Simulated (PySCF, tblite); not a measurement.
# CH₅O₂−, an ion with solvent molecules as drawn: NMR shifts, interaction energy, infrared bands, spin-spin couplings and core binding energies

The task here is to estimate one member of a computed series from the others.

Computed with tblite 0.8.0 and PySCF 2.14.0; each step states its level. No surroundings beyond the atoms listed, unless a continuum is named. Atoms count from 0, parts from 1.

## Starting point

8 atoms, charge -1, multiplicity 1; geometry: rigid parts in contact. Parts: 1 = atoms 0–1, `[OH-]`, charge -1; 2 = atoms 2–7, `CO`, charge 0.

Set-up of the first run:

The job: settings as JSON, then the geometry in Å.

```
{"job": {"kind": "dock", "xc": "GFN2-xTB", "basis": "xTB"}, "charge": -1, "multiplicity": 1, "parts": [{"atoms": "0-1", "charge": -1, "multiplicity": 1}, {"atoms": "2-7", "charge": 0, "multiplicity": 1}]}
O      0.489074    -0.016440     0.003640
H     -0.489074     0.016440    -0.003640
C      0.646177     0.110477     2.671806
O      1.129579     1.311622     2.122968
H      1.002177    -0.762334     2.113523
H     -0.448672     0.091867     2.704367
H      1.029899     0.059269     3.688985
H      0.810317     1.394748     1.218422
```

With the program's defaults for keys left out, this is: GFN2-xTB search for minima from random contacts, gas phase.

On the command line:

```bash
$ OMP_NUM_THREADS=1 python cluster_run.py task.json out
```

The driver reads the jobs from task.json and runs them one after another.

Among the steps run: Search for minima with GFN2-xTB; Relaxing the molecule at PBE0-D3(BJ)/def2-TZVPD; Shielding tensors: PBE0/aug-pcSseg-2; Coupled-cluster interaction energy: CCSD(T) and MP2.

One table of the session follows, with a row left open; its other results are not shown here.

It belongs to the step «Coupled-cluster interaction energy: CCSD(T) and MP2». 

| method | interaction energy (kcal/mol) |
| --- | --- |
| HF/aug-cc-pVDZ | -87.94 |
| MP2/aug-cc-pVDZ | -77.50 |
| CCSD/aug-cc-pVDZ | -77.19 |
| CCSD(T)/aug-cc-pVDZ | -76.06 |
| HF/aug-cc-pVQZ | ? |
| MP2/aug-cc-pVQZ | -81.76 |
| SCS-MP2/aug-cc-pVQZ | -79.66 |
| MP2, extrapolated | -82.41 |
| CCSD(T), limit estimate | -80.98 |

Q: Estimate the row for HF/aug-cc-pVQZ from the others.

As computed: interaction energy (kcal/mol): -89.33. In the column «interaction energy (kcal/mol)» it is the lowest.

At this geometry H7 has moved to O0 of another part (1.09 Å), so this energy is mostly that of cutting a chemical bond between strained fragments, not an intermolecular interaction.

Caveats from the session: Shifts at one fixed geometry are not the observed spectrum, which averages over the motion. The interaction energy leaves out the deformation of the parts, 52.45 kcal/mol at MP2. So large a deformation means that a part is far from its own minimum, so a sum across the two methods would be rough. The parts are strongly deformed in the cluster, so the interaction energy holds bonds cut by the partition and is not to be read as the attraction of intact molecules.
